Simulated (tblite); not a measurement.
A tight-binding relaxation on `CC[P@H+]1C=C1C`.

Computed with GFN2-xTB geometry optimisation, gas phase (tblite 0.8.0). Start geometry: from a force field or distance geometry. A driver script takes a list of jobs; this job's settings line and coordinates (Å) are shown.

Command:
```bash
OMP_NUM_THREADS=1 python probes_run.py task.json out
```

Input:
```
{"job": {"kind": "relax", "xc": "GFN2-xTB", "basis": "xTB"}, "charge": 1, "multiplicity": 1}
C     -2.511000    -0.509900    -0.186400
C     -1.148100    -0.226300     0.380800
P     -0.122100     0.732900    -0.737000
C      0.922800     1.728000     0.170200
C      1.382400     0.512000     0.020300
C      2.434600    -0.440800     0.235100
H     -3.042600     0.433900    -0.398600
H     -3.115400    -1.090000     0.517800
H     -2.432700    -1.063100    -1.125300
H     -1.261600     0.304300     1.343800
H     -0.657400    -1.188900     0.606200
H      0.168200     0.259700    -2.032300
H      1.203900     2.644100     0.648500
H      2.074800    -1.301200     0.800800
H      3.259300     0.017100     0.804300
H      2.837100    -0.802800    -0.700700
```

Question: Estimate the output.

Answer: 
```
step      E/eV     max force
  0    -483.55966    4.662
  1    -483.80480    3.960
  2    -483.96006    1.225
  3    -484.00747    0.708
  4    -484.07712    0.575
  5    -484.10732    0.673
  6    -484.13978    0.583
  7    -484.16391    0.307
  8    -484.17799    0.275
  9    -484.18720    0.261
... (90 lines left out)
100    -484.37827    0.067
101    -484.37883    0.068
102    -484.37930    0.047
103    -484.37950    0.032
104    -484.37962    0.021
105    -484.37969    0.020
106    -484.37978    0.017
107    -484.37985    0.015
108    -484.37988    0.011
109    -484.37989    0.010
```

«max force» is the largest atomic force in eV/Å.

Question: From which step on does the largest force stay under 0.1 eV/Å, and how much energy is left to gain from there?

Answer: From step 80 (0.088 eV/Å), 11.3 meV above the end.

Summary of the converged run: energy lowered by 18.9 kcal/mol over 109 steps; largest atomic force 0.010 eV/Å at the end.

Question: Give the final coordinates.

Answer: 0.458 Å rms from the input after alignment:
```
atom  x, y, z in Å
C1    -2.7218   -0.3758   -0.3147
C2    -1.4408   -0.4351    0.5118
P3    -0.0428    0.2384   -0.4803
C4     0.9904    1.5321    0.1738
C5     1.6738    0.3934    0.0566
C6     2.9259   -0.3241    0.2323
H7    -2.9532    0.6440   -0.6174
H8    -3.5512   -0.7471    0.2822
H9    -2.6465   -0.9986   -1.2044
H10   -1.5189    0.1680    1.4211
H11   -1.2123   -1.4650    0.8006
H12   -0.3298    0.3726   -1.8255
H13    1.0684    2.5513    0.4884
H14    2.7851   -1.1981    0.8687
H15    3.6679    0.3332    0.6835
H16    3.2979   -0.6801   -0.7292
```

Hardware: one thread of an Arm Neoverse V2, no GPU, shared host with 96 logical CPUs at a one-minute load of 66. Cost: 0.51 s of wall time.
Labels such as C1 count atoms from 1, the log's own numbers from 0.
